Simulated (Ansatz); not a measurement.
We consider hcp Zr, described by BLYP (Ansatz, a quantum-chemistry and plane-wave program, plane waves, PAW).

Numerical settings: plane-wave cutoff 520 eV, 18×18×12 k mesh (along the axes of the cell as run), Fermi–Dirac smearing 0.05 eV, scalar-relativistic PAW data made under PBE.

Cell (relaxed at this level):

```cif
data_Zr2
_chemical_formula_sum 'Zr2'
_space_group_name_H-M_alt 'P63/mmc'
_space_group_IT_number 194
_space_group_name_Hall '-P 6c 2c'
_cell_length_a 3.26725
_cell_length_b 3.26725
_cell_length_c 5.22838
_cell_angle_alpha 90.000
_cell_angle_beta 90.000
_cell_angle_gamma 120.000
loop_
_atom_site_label
_atom_site_type_symbol
_atom_site_symmetry_multiplicity
_atom_site_Wyckoff_symbol
_atom_site_fract_x
_atom_site_fract_y
_atom_site_fract_z
_atom_site_occupancy
Zr1 Zr 2 c 0.33333 0.66667 0.25000 1
```

Predict the bulk modulus B0 and pressure derivative B′ of the bulk modulus.


bulk modulus B0: 88.4 GPa
pressure derivative B′ of the bulk modulus: 3.4

The run finds no gap.

Measured, for comparison: bulk modulus 95.9 GPa (zero-point energy and finite temperature contributions removed, our sources range from 84.3 to 95.9; as tabulated in doi:10.1021/acs.jctc.3c00612). Computed (rounded) less measured: bulk modulus not scored (sources differ).

Note: the bulk modulus comes from volumes at which shape and atoms were relaxed.

Static lattice: no zero-point or thermal effects.
